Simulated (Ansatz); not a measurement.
Two shapes of singlet PH₂(+).

Shape 1:

```xyz
3

H     0.0000    0.3530   -1.1329
P     0.0000   -0.7059    0.0000
H     0.0000    0.3530    1.1329
```

Shape 2:

```xyz
3

H     0.0000    0.3268   -1.0490
P     0.0000   -0.6537    0.0000
H     0.0000    0.3268    1.0490
```

Basis set: def2-SVP (spherical functions). Left uncorrelated: 5 orbitals. Charge 1, multiplicity 1.

Computed with Ansatz (development build ahead of 0.2.0); each method stands on the lowest determinant of its kind that the runs found.

(1) Which shape is lower in energy, and by how much in each method?

Results:

(1)

| method | E(2) − E(1) (eV) |
| --- | --- |
| RHF | -0.351 |
| UHF | -0.362 |
| UHF-MP2 | -0.312 |
| RHF-CCSD(T) | -0.266 |
| UHF-CCSD(T) | -0.265 |

Shape 2 is lower. Caution for UHF, UHF-MP2, UHF-CCSD(T): the unrestricted determinant is spin contaminated. Caution for UHF-MP2, UHF-CCSD(T): a plain start can end on a higher determinant.
